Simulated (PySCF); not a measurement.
Gas-phase reaction: 3 SiH₃ + 4 O₂ + 2 SiF₄ → 4 SiF₂(OH)₂ + SiH

Energies from PySCF, thermal terms from the rigid-rotor harmonic-oscillator model, ideal gas at 1 bar. † marks an energy on the PBE0/def2-TZVP geometry and frequencies; other levels use their own. MP2 and CCSD(T) freeze the core. 6-31G* has spherical d functions here. Open shells (unrestricted): SiH₃ (multiplicity 2), O₂ (multiplicity 3), SiH (multiplicity 2, electronic degeneracy 4); the rest are closed-shell singlets. Spin-orbit splitting is ignored; it lowers the true energy and changes the entropy of SiH. No R ln 2 is added for the mirror-image form of SiF₂(OH)₂. SiF₂(OH)₂: computed as isolated molecules; such fragments, hydroxides, amides, oligomers or adducts are transient or little studied in the gas. MP2 isn't extrapolated to the basis-set limit; its ΔH°(298 K) is -2632.9 kJ in def2-SVP and -2959.5 kJ in def2-TZVPP. CCSD(T) isn't extrapolated to the basis-set limit; its ΔH°(298 K) is -2534.2 kJ in def2-SVP and -2842.0 kJ in def2-TZVPP. The harmonic model lacks anharmonicity and excited electronic states, which grow with temperature; levels with a mode under 35 cm⁻¹ are left out. Internal rotation in SiF₂(OH)₂ is treated as a harmonic vibration of one conformer, which makes the entropy rough. Warning, large T1 diagnostic: SiH (CCSD(T)/def2-TZVPP†).

```csv
level,"ΔE electronic, kJ","ΔH°(298 K), kJ","ΔS°(298 K), J/K","ΔG°(2500 K), kJ"
CCSD(T)/def2-SVP†,-2627,-2534,-539,-1307
CCSD(T)/def2-TZVPP†,-2935,-2842,-539,-1615
HF/6-31G*,-2402,-2313,-524,-1132
HF/def2-TZVP†,-2604,-2511,-539,-1284
M06-2X/def2-TZVP†,-2989,-2897,-539,-1670
MP2/def2-SVP†,-2726,-2633,-539,-1406
MP2/def2-TZVPP†,-3052,-2960,-539,-1733
r2SCAN/def2-TZVP†,-2748,-2656,-539,-1429
```
ΔH° is lowest at MP2/def2-TZVPP† and highest at HF/6-31G*. No reference value is set beside these.
